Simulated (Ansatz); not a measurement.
Ansatz (an electronic-structure program) input (MP2/6-311+G**): The .json file is the Basis Set Exchange's 6-311+G**.

Ansatz 0.2 input:
```yaml
crystal:
  periodic: [false, false, false]
  atoms:
    - {symbol: Si, position_ang: [0.00522298, 0.00088878, 0.13274662]}
    - {symbol: H, position_ang: [-0.03423424, 1.08488138, -0.93662313]}
    - {symbol: H, position_ang: [-0.03888754, -1.09732424, -0.92182957]}
basis:
  gaussian:
    orbitals: 6-311+G__.json
magnetization: {spin_polarized: false}
correlation: {method: mp2, electrons: outside_noble_gas}
```

Task: Predict the final energy.

Result: -290.11166 Eh.
